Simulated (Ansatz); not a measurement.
hcp Tl, treated with PBE+SOC (PAW; Ansatz, a program for electronic structure).

Input:

Ansatz 0.2 input:
```yaml
crystal:
  lattice:
    - [1.7561067624, -3.0416661359, 0.0]
    - [1.7561067624, 3.0416661359, 0.0]
    - [0.0, 0.0, 5.5537778315]
  atoms:
    - { symbol: Tl, position: [0.3333333333, 0.6666666667, 0.25] }
    - { symbol: Tl, position: [0.6666666667, 0.3333333333, 0.75] }
basis:
  ecutwfc: 520
  ecutrho_ratio: 4
  xc_grid: 2
kpoints:
  mp_grid: { grid: [18, 18, 10] }
hamiltonian:
  xc: pbe
  dispersion: none
  pseudopotentials: { kind: paw }
scf:
  occupations: { method: fermi_dirac, width: 0.05 }
output:
  forces: true
  stress: true
  eigenvalues: true
magnetization:
  noncollinear: true
  spin_orbit: true
relax:
  f_tol: 0.004
  escape_saddle: false
  max_steps: 80
  cell: { stress_tol: 0.02, fix: [volume] }
```

Output (set-up and result lines):

```
Relaxation: its limit of steps is 80 (relax.max_steps)
Crystal: 2 atoms, lattice volume = 59.331 Å³
Basis set: ecut = 520 eV, 1617 PW (Γ), exchange–correlation on 54×54×90 points (8 copies of the dense FFT grid, shifted against one another)
Bands: 34, of which v1, the nominal top of the filled ones, is band 26 counted from 1 (25 counted from 0)
Symmetry: 24 space group operations + 24 with time reversal
k-points: 222 of 3240
Initial density: superposition of atomic densities (chi_scale 0.1, normalization cell)
Functional: x = pbe(κ = 0.804, μ = 0.2195149727645171), c = pbe(β = 0.06672455060314922)
spin=Noncollinear: Kerker preconditioning applied to the charge; magnetization (m_x, m_y, m_z) channels mix plain (no charge-response kernel on spin).
SCF 1 converged in 7 iterations: F = -22959.932760 eV  dr2 = 5.55e-8
Crystal: 2 atoms, lattice volume = 59.331 Å³
Initial density: handed on by an earlier stage of this run
spin=Noncollinear: Kerker preconditioning applied to the charge; magnetization (m_x, m_y, m_z) channels mix plain (no charge-response kernel on spin).
SCF 2 converged in 3 iterations: F = -22959.932834 eV  dr2 = 8.70e-9
Crystal: 2 atoms, lattice volume = 59.331 Å³
spin=Noncollinear: Kerker preconditioning applied to the charge; magnetization (m_x, m_y, m_z) channels mix plain (no charge-response kernel on spin).
SCF 3 converged in 3 iterations: F = -22959.932875 eV  dr2 = 5.11e-9
Crystal: 2 atoms, lattice volume = 59.331 Å³
spin=Noncollinear: Kerker preconditioning applied to the charge; magnetization (m_x, m_y, m_z) channels mix plain (no charge-response kernel on spin).
SCF 4 converged in 5 iterations: F = -22959.932875 eV  dr2 = 2.43e-12
SCF converged after 5 iterations
Free energy (F): -22959.932875 eV
Internal energy: -22959.925393 eV  (E = F + TS)
E sigma→0 (E₀):  -22959.929134 eV
Fermi energy:    9.738697 eV
--- Forces (eV/Å), atoms counted from 1 ---
  atom   1  Tl    -0.00000000     0.00000000     0.00000000
  atom   2  Tl     0.00000000    -0.00000000    -0.00000000
--- Stress (GPa, compression-positive) ---
        1.255049      -0.000000      -0.000000
       -0.000000       1.255049       0.000000
       -0.000000       0.000000       1.253765
  P = ⅓ Tr σ = 1.2546 GPa (12.546 kbar)
```

The cell is one volume of an energy–volume scan, off the minimum.

Cost on a shared machine: around 4 core-minutes (rough).
